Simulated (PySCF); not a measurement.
C4H4FN.
SMILES with atom numbers: `[H]/[N:1]=[CH:2]\[C:3]#[C:4][CH2:5][F:6]` (hydrogens: H7 on N1; H8 on C2; H9, H10 on C5)

Structure used (PBE0-D3(BJ)/def2-SVP), in Å, numbered top down from 1:
```xyz
10
C4H4FN angstrom
N     -2.744   -0.379   -0.070
C     -1.843    0.488   -0.312
C     -0.428    0.315   -0.159
C      0.772    0.171   -0.030
C      2.207   -0.012    0.127
F      2.907    1.124   -0.177
H     -2.314   -1.250    0.261
H     -2.160    1.479   -0.677
H      2.431   -0.301    1.169
H      2.549   -0.830   -0.531
```

Computed, not measured: core-valence-separated Tamm–Dancoff BHandHLYP/aug-pcX-1 (pcseg-1 on H) in PySCF, non-relativistic, gas phase, PBE0-D3(BJ)/def2-SVP geometry.

Computed nitrogen K-edge spectrum, Gaussian lines of 0.8 eV full width, highest printed point 100; it ends one width below the last computed root. The energies are unshifted.

| photon energy (eV) | absorption |
| --- | --- |
| 394.6 | 1 |
| 394.8 | 6 |
| 395.0 | 20 |
| 395.2 | 48 |
| 395.4 | 82 |
| 395.6 | 100 |
| 395.8 | 86 |
| 396.0 | 52 |
| 396.2 | 22 |
| 396.4 | 7 |
| 396.6 | 1 |
| 396.8 | 0 |
| 397.0 | 0 |
| 397.2 | 0 |
| 397.4 | 0 |
| 397.6 | 0 |
| 397.8 | 0 |
| 398.0 | 0 |
| 398.2 | 0 |
| 398.4 | 0 |
| 398.6 | 0 |
| 398.8 | 0 |
| 399.0 | 0 |
| 399.2 | 2 |
| 399.4 | 7 |
| 399.6 | 16 |
| 399.8 | 27 |
| 400.0 | 32 |
| 400.2 | 27 |
| 400.4 | 16 |
| 400.6 | 10 |
| 400.8 | 10 |
| 401.0 | 14 |
| 401.2 | 17 |
| 401.4 | 18 |
| 401.6 | 16 |
| 401.8 | 14 |
| 402.0 | 14 |
| 402.2 | 16 |

Assign the maxima to core holes.

3 maxima:
- 395.6 eV: N1 (imine nitrogen), 395.61 eV, f = 0.058, 100 % of the height at the exact maximum
- 400.0 eV: N1 (imine nitrogen), 399.99 eV, f = 0.018, 100 % of the height at the exact maximum
- 401.3 eV: N1 (imine nitrogen), 401.20 eV, f = 0.009, 79 % of the height at the exact maximum; N1 (imine nitrogen), 401.77 eV, f = 0.005, 20 % of the height at the exact maximum

Roots within 0.03 eV on the same or equivalent atoms count as one line; shares under 12 % aren't listed.

Vibrational structure and lifetime widths aren't in the curve. The ionisation threshold wasn't computed; near and above it a finite basis only mimics Rydberg series and continuum.
